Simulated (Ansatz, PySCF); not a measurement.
This PySCF input computes a CCSD(T)/cc-pVDZ energy:

```python
from pyscf import gto, scf, mp, cc as ccmod

mol = gto.M(
    atom='''
    N    -1.05997366    0.17565434    0.10860037
    C     0.21644186    0.32696809   -0.03998556
    O     1.07605746   -0.59592755   -0.08974990
    H    -1.48450763   -0.74284263    0.20063411
    H    -1.66614008    0.98767825    0.13577794
    H     0.66335248    1.33119586   -0.13870204
    ''',
    basis='cc-pvdz',
    charge=1,
    spin=1,
    verbose=4,
)

mf = scf.UHF(mol)
mf.conv_tol = 1e-10
mf.max_cycle = 100
mf.kernel()
mo, _, stable, _ = mf.stability(return_status=True)
if not stable:
    mf.kernel(mf.make_rdm1(mo, mf.mo_occ))
mp2 = mp.MP2(mf, frozen=3).run()
cc = ccmod.CCSD(mf, frozen=3)
cc.max_cycle = 100
cc.kernel()
et = cc.ccsd_t()
print(f'E(CCSD(T)) = {cc.e_tot + et:.9f}')
```

**Question.** Write an input for the same energy in Ansatz (a first-principles code) and say what it gives.

**Answer.** 
Ansatz 0.2 input:
```yaml
crystal:
  periodic: [false, false, false]
  atoms:
    - {symbol: N, position_ang: [-1.05997366, 0.17565434, 0.10860037]}
    - {symbol: C, position_ang: [0.21644186, 0.32696809, -0.03998556]}
    - {symbol: O, position_ang: [1.07605746, -0.59592755, -0.08974990]}
    - {symbol: H, position_ang: [-1.48450763, -0.74284263, 0.20063411]}
    - {symbol: H, position_ang: [-1.66614008, 0.98767825, 0.13577794]}
    - {symbol: H, position_ang: [0.66335248, 1.33119586, -0.13870204]}
basis:
  gaussian:
    orbitals: cc-pVDZ
total_charge: 1
magnetization: {spin_polarized: true, initial_magnetization: 1}
correlation: {method: ccsd_t, electrons: outside_noble_gas}
```
It gives -169.11290 Eh, and PySCF -169.11290 Eh, a difference of 0.00 mEh.
